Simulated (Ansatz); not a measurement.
SiH2 (SMILES [SiH2]) moved off its minimum; all values from Ansatz (an electronic-structure program), cores frozen in correlated methods. Open shells are unrestricted.
(charge 0, multiplicity 3)
```xyz
3

Si     0.19201    -0.09247     0.14085
H     -1.22742    -0.59162    -0.02143
H      1.32345    -0.69918    -0.12500
```

Question: Give the forces (eV/Å), the total energy and the dipole at CCSD(T)/aug-cc-pV(T+d)Z.

Answer: 
| atom | Fx | Fy | Fz |
|---|---|---|---|
| Si1 | -4.321 | 2.521 | 1.096 |
| H2 | 0.660 | -0.118 | -0.062 |
| H3 | 3.661 | -2.403 | -1.033 |
Energy -290.1276 hartree, dipole 0.28 D.
